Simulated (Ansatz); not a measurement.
# Relative stability

Two relaxed structures of CH3MgO (charge -1), singlet (PBE0-D4/def2-TZVPD; forces vanish, vibrations not checked).

A:

```
6
angstrom
C 0.3678 -0.4089 0.3951
Mg -0.9683 0.8083 -0.4815
O -1.8250 1.9484 -1.6939
H 0.1000 -1.4675 0.5326
H -2.6821 2.3405 -1.5385
H 0.8701 -0.0609 1.3104
```

B:

```xyz
6
angstrom
C -0.4408 0.9189 0.1755
Mg 0.6176 -1.0323 0.0130
O -1.2289 1.3229 -0.6740
H -0.1716 -2.4673 0.7424
H 2.2210 -1.0407 -0.7895
H -0.3159 1.6631 1.0530
```

Ansatz 0.2.0; basis: def2-TZVPPD; cores frozen in the correlated methods. The outer core shell of Li, Na, Mg and K is correlated. The def2 sets are not built for correlating such inner shells, so the correlated values are less sure here. B3LYP uses VWN-RPA correlation.

**Question.** Which structure is lower at CCSD(T), and by how much? (An estimate is asked for; the value comes from the calculation.)

**Answer.** The calculation gives: A, by 0.638 eV (electronic energy, against the other). By their contacts, A is CH₃MgO ([CH2][Mg][OH]), total charge -1 and B is CH₃MgO ([O][CH][MgH2]), total charge -1.

**Question.** Do the other methods give the same order? (Judge from chemistry; the calculation decides.)

**Answer.** By the calculation: Not all: HF gives the other order.

| method | E(B) − E(A) (eV) |
| --- | --- |
| PBE-D4 | 0.616 |
| r2SCAN-D4 | 0.615 |
| PBE0-D4 | 0.519 |
| B3LYP-D4 | 0.439 |
| wB97M-V | 0.396 |
| HF | -0.149 |
| MP2 | 0.913 |
| CCSD | 0.532 |
| CCSD(T) | 0.638 |

T1 diagnostic: at most 0.016. The restricted Hartree–Fock reference is unstable towards an unrestricted one at one or more of these structures.

Labels in which every atom is bracketed show which atoms are joined, not bond orders.

For scale, one of the runs: CCSD(T)/def2-TZVPPD, 163 basis functions, launched by `ansatz run in.yaml --threads 2 --pin off --events-out ev --progress --plain --max-ram 4352MiB`. Hardware: 2 CPU threads of an Arm Neoverse V2, shared host. Wall time 44 s; peak host memory 1.4 GiB.
